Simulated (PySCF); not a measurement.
B3LYP has the VWN-RPA correlation part, as in Gaussian. Excitations are Tamm–Dancoff values on a coarser integration grid.

Z-matrix (Å, degrees):
```
C
H 1 1.0968
H 1 1.0968 2 107.74
O 1 1.4283 2 110.35 3 120.54
H 4 0.9625 1 109.24 2 -59.48
C 1 1.5131 2 110.18 3 -120.24
H 6 1.0910 1 110.54 2 -60.67
H 6 1.0910 7 108.31 1 121.25
H 6 1.0917 7 108.52 8 117.62
```
Charge 0, spin multiplicity 1.

Question: Give the LUMO, HOMO, S1–T1 gap (TDA), dipole moment and S1 oscillator strength at the level B3LYP-D3(BJ)/def2-TZVPD run with PySCF.

Answer: 
```json
{
 "LUMO": "-0.06 eV",
 "HOMO": "-7.64 eV",
 "S1–T1 gap (TDA)": "0.24 eV",
 "dipole_moment": "1.58 D",
 "S1 oscillator strength": "0.001"
}
```
